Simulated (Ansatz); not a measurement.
Calculated with Ansatz (gas phase, PBE0-D4/def2-TZVP geometries, no zero-point term in ΔE). CBS: MP2 limit from def2 TZ/QZ plus the TZ coupled-cluster correction, frozen cores. This one scheme is used for every species. DFT in def2-TZVPP. HSE06 is defined as in plane-wave codes. One conformer a species, not always the lowest.

Consider the substitution at a C–C bond: `CC#CCCC` + H–F → `CC#CCF` + `CC`.

`CC#CCCC`:

Cartesian coordinates in Å:
```
C 1.910 0.376 2.430
C 1.216 -0.164 1.276
C 0.640 -0.619 0.323
C -0.061 -1.140 -0.841
C -0.722 -0.049 -1.687
C -1.791 0.721 -0.935
H 1.479 1.332 2.737
H 1.848 -0.307 3.282
H 2.969 0.542 2.212
H 0.643 -1.707 -1.459
H -0.824 -1.855 -0.510
H -1.155 -0.522 -2.574
H 0.052 0.638 -2.042
H -2.239 1.494 -1.563
H -2.593 0.056 -0.600
H -1.371 1.204 -0.050
```

H–F:

Z-matrix (Å, degrees):
```
F
H 1 0.920
```

`CC#CCF`:

Cartesian coordinates in Å:
```
C -0.619 1.495 1.277
C -0.180 0.459 0.364
C 0.182 -0.407 -0.386
C 0.621 -1.440 -1.303
F 0.582 -2.693 -0.716
H 0.190 2.196 1.497
H -0.950 1.055 2.221
H -1.456 2.059 0.858
H 1.651 -1.257 -1.625
H -0.022 -1.468 -2.188
```

`CC`:

```xyz
8

C     0.566   -0.336   -0.379
C    -0.566    0.336    0.379
H     1.447   -0.466    0.253
H     0.272   -1.325   -0.739
H     0.869    0.252   -1.248
H    -1.447    0.466   -0.253
H    -0.272    1.325    0.739
H    -0.869   -0.252    1.248
```

```
             level  ΔE (eV)
         revPBE-D4     0.54
          HSE06-D4     0.55
           ωB97X-V     0.49
          PBE-QIDH     0.61
SCS-MP2/def2-TZVPP     0.61
   CCSD/def2-TZVPP     0.58
CCSD(T)/def2-TZVPP     0.60
     MP2/CBS(def2)     0.77
```

Task: What does CCSD(T)/CBS give? (Estimate.)

Result: Ansatz gave: +0.65 eV. The listed levels differ from it by -0.11, -0.10, -0.16, -0.04, -0.04, -0.07, -0.05, 0.12 eV.

Largest T1 diagnostic among the species: 0.011.

Leaving LDA and LC-ωPBE aside and taking each functional with its dispersion term where it has one, the values, not all of them listed here, spread over 0.21 eV, from BLYP-D4 to PBE-QIDH. LDA lies +0.14 eV from PBE without D4. From PBE to PBE0 (25 % exact exchange), in def2-TZVPP and without D4, ΔE moves by +0.07 eV. The D4 term adds +0.12 eV with B3LYP and +0.07 eV with PBE0; it sums over pairs of atoms, weighted by their polarisabilities, and B3LYP, whose exchange is more repulsive, gets the larger term.

B3LYP here is the variant with VWN-RPA as its local correlation; programs differ in this.
